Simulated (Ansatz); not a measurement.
# Al2FH: the cost of one run

The runs use Ansatz 0.2.0, Gaussian basis; cc-pVTZ, core rule «outside noble gas», up to 11 orbitals frozen.

To be run: UHF; CCSD(T) on RHF; CCSD(T) on UHF; BCCD(T) on RHF; CCSDT(Q) on RHF.

### 1 What is computed

The geometry is a PBE0/def2-TZVP stationary point (not a proven minimum).

4 atoms, charge 0, spin multiplicity 1.

Atoms are counted from 1 here; the program's logs count them from 0.

Bond lengths: Al1–Al2 2.671 Å, Al1–H4 1.800 Å, Al2–F3 1.660 Å. Angles: Al2–Al1–H4 48.0°, Al1–Al2–F3 148.2°.

### 2 UHF

in.yaml reads:

```yaml
crystal:
  periodic: [false, false, false]
  atoms:
    - {symbol: Al, position_ang: [0.000000, 0.086032, 2.051632]}
    - {symbol: Al, position_ang: [0.000000, -0.340512, -0.585065]}
    - {symbol: F, position_ang: [0.000000, 0.297062, -2.117226]}
    - {symbol: H, position_ang: [0.000000, 1.212928, 0.648553]}
basis:
  gaussian: {orbitals: cc-pVTZ}
magnetization: {spin_polarized: true, initial_magnetization: 0}
hamiltonian: {xc: hf}
output: {orbitals: {seedname: orbitals}}
```

Command:

```console
$ ansatz run in.yaml --threads 1 --pin off --events-out ev --progress --plain --max-ram 2816MiB --backend cpu
```

Q: Estimate wall time and peak memory on 1 thread of AMD EPYC 7R13, shared host.

About 9 s, with a peak of 0.33 GiB.
